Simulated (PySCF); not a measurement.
Energy landscape of H3Si, doublet: umbrella (inversion) coordinate, bond length relaxed. Scanned: angle between the Si-H bonds and the threefold axis (90 = planar). Other coordinates (Si-H bond length) were minimised at PBE0/def2-TZVP.

The free coordinates were minimised at PBE0/def2-TZVP in PySCF; the energy column is CCSD(T) on UHF/cc-pVTZ, 5 core orbitals frozen (PySCF), in mEh.

```
a / °  Si-H bond length / Å     E
-----  --------------------  ----
90                    1.472   8.7
93                    1.472   8.1
96                    1.474   6.4
99                    1.477   4.2
102                   1.480   2.0
105                   1.483   0.5
108                   1.486   0.0
111                   1.489   0.9
114                   1.492   3.4
117                   1.495   7.6
120                   1.499  13.8
123                   1.502  22.1
126                   1.506  32.4
129                   1.510  44.9
132                   1.515  59.6
```
